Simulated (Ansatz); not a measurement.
Bulk modulus B0 (GPa) of solids drawn from the class of tetrahedrally bonded semiconductors and semimetals, at two levels: PBE (PAW; Ansatz, a quantum-chemistry and plane-wave program), and HSE06 in Ansatz (plane waves, PAW).

| solid | PBE | HSE06 | shift (%) |
|---|---|---|---|
| zinc-blende InP | 59.5 | 69.3 | +16.5 |
| zinc-blende ZnS | 69.5 | 74.9 | +7.8 |
| zinc-blende AlN (metastable phase) | 193 | 212 | +9.8 |
| zinc-blende AlAs | 67.1 | 75.8 | +13.0 |
| zinc-blende GaSb | 44.7 | 53.7 | +20 |
| cubic BN | 372 | 404 | +8.6 |
| zinc-blende GaAs | 60.3 | 72.2 | +19.7 |
| zinc-blende CuI | 39.0 | 36.7 | -5.9 |
| zinc-blende CdSe | 44.8 | 50.4 | +12.5 |
| zinc-blende GaN (metastable phase) | 172 | 198 | +15.1 |

The shifts run from -5.9 % to +20 %, with a median of +12.7 %.

Over all 10 rows HSE06 is the larger in 9.

Ansatz's runs of these crystals have no spin polarisation.

Spin–orbit coupling is left out, also for the solids with elements from indium on (zinc-blende InP, zinc-blende GaSb, zinc-blende CuI); its size isn't shown.

Each level is taken at its own relaxed cell. Caveats: the gap of the solid is closed in this run (PBE: zinc-blende GaSb). Ansatz's density-functional and Hartree–Fock values are scalar-relativistic unless marked +SOC, with PAW data made under PBE.
